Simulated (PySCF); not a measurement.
Species: divinylethylene, C6H8.
SMILES: `C=C/C=C/C=C`

Computed, not measured: TDDFT PBE0/def2-SVPD, vertical, gas phase, core orbitals frozen in the response in PySCF 2.14.0, density-fitted response routines. Isolated species at its GFN2-xTB geometry (one conformer only). Torsions of this conformer, `[CH2:1]=[CH:2]/[CH:3]=[CH:4]/[CH:5]=[CH2:6]`: C1–C2–C3–C4 180°, C3–C4–C5–C6 180°.

Each state is given a Gaussian of 0.4 eV full width at half maximum, with ε(max) = 2.175×10⁸ f / Δν̃ (Δν̃ the width in cm⁻¹). The width is an assumption, not a result. The curve ends short of the highest state used, and states not computed would add to its high-energy end.

(λ (nm), ε (L mol⁻¹ cm⁻¹)): (190.9, 616), (193.3, 743), (195.6, 726), (198.0, 580), (200.3, 390), (202.6, 223), (205.0, 106), (207.3, 45), (209.7, 16), (212.0, 5), (214.4, 1), (216.7, 1), (219.1, 1), (221.4, 4), (223.8, 18), (226.1, 67), (228.5, 226), (230.8, 633), (233.2, 1639), (235.5, 3635), (237.9, 7453), (240.2, 13386), (242.6, 22288), (244.9, 33143), (247.3, 45803), (249.6, 57524), (251.9, 66950), (254.3, 72637), (256.6, 73251), (259.0, 68984), (261.3, 61187), (263.7, 50762), (266.0, 40135), (268.4, 29725), (270.7, 21204), (273.1, 14187), (275.4, 9229), (277.8, 5638), (280.1, 3378), (282.5, 1903), (284.8, 1059), (287.2, 555), (289.5, 289), (291.9, 142)

Q: Where are the band maxima, and which computed states make them?

A: 256 nm (4.85 eV), ε about 74000, made up of S1 (100%); 194 nm (6.39 eV), ε about 750, made up of S4 (100%) (ε in L mol⁻¹ cm⁻¹; maxima over ε = 5, shares over 10%). The states used: S1 4.85 eV (f 1.092); S2 6.03 eV (f 0.0000); S3 6.27 eV (f 0.0000); S4 6.38 eV (f 0.011); S5 6.62 eV (f 0.0000); S6 6.83 eV (f 0.0007); S7 6.87 eV (f 0.0000); S8 7.09 eV (f 0.0000).

Q: What would ε be at 4.85 eV, the highest of these maxima, with half the width (0.2 eV)?

A: About 147000 L mol⁻¹ cm⁻¹ against 73600, a factor of about 2.00; a lone state at its own centre would give exactly 2.

Q: On this curve, what absorbance would a 10⁻⁵ mol/L sample give at 222 nm over a 1 cm path?

A: 222 nm is 5.585 eV, where ε is about 6.1 L mol⁻¹ cm⁻¹, so A = ε c l ≈ 6.1e-05 (Beer–Lambert, with the gas-phase spectrum and the assumed width).

Q: Does any computed singlet lie in the visible range?

A: No computed singlet lies in the visible range (380 to 750 nm); the lowest, at 256 nm, stands 1.59 eV above its violet end (3.26 eV); a Tamm–Dancoff triplet lies at 497 nm, without intensity as long as spin–orbit coupling is left out.
